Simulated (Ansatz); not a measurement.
Input for Ansatz (development build ahead of 0.2.0):

```yaml
crystal:
  periodic: [false, false, false]
  atoms:
    - { symbol: H, position_ang: [-0.04755, 0.01257, -0.01578] }
    - { symbol: O, position_ang: [1.17536, 0.08387, 0.05522] }
    - { symbol: O, position_ang: [-1.14491, -0.0494, 0.04892] }
    - { symbol: H, position_ang: [1.61056, 0.76458, 0.50362] }
    - { symbol: H, position_ang: [-1.57759, -0.81124, 0.4307] }
    - { symbol: H, position_ang: [1.68824, -0.23826, -0.70344] }
    - { symbol: H, position_ang: [-1.782, 0.24619, -0.70753] }
basis:
  gaussian: { orbitals: def2-TZVP }
total_charge: 1
hamiltonian:
  xc: hf
correlation:
  method: mp2
  frozen_orbitals: { H: 0, O: 1 }
```

The input is written out in the form of the current development build from the run's settings.

Output:

| Property | Result |
| --- | --- |
| Converged | yes |
| Reference energy | -152.43887 hartree |
| Correlation energy | -0.51105 hartree |
| Total energy | -152.94992 hartree |
| Spin squared of the determinant | 0.000 |
